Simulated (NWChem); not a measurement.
# dimethyl ether (C2H6O); SMILES COC

Computed with NWChem. Coordinates come from a PBE0/def2-SVP optimisation.

Diagonal of the polarisability tensor at PBE/def2-SVPD, static: 39.75, 32.32, 32.68 bohr³.

Question: Find the mean polarisability volume, the molar refraction, and the refractive index that an ideal gas of it would have at 273.15 K and 1 atm.

Answer: 
1. Mean: one third of the trace = 34.92 bohr³ × 0.14818 Å³/bohr³ = 5.17 Å³.
2. Molar refraction (Lorentz-Lorenz): (4π/3) N_A α = 13.1 cm³/mol.
3. Number density p/kT = 2.687 × 10⁻⁵ Å⁻³; n − 1 = 2π N α = 8.73 × 10⁻⁴.
4. These hold the electronic response alone: vibrational and orientational terms add to the static dielectric constant.
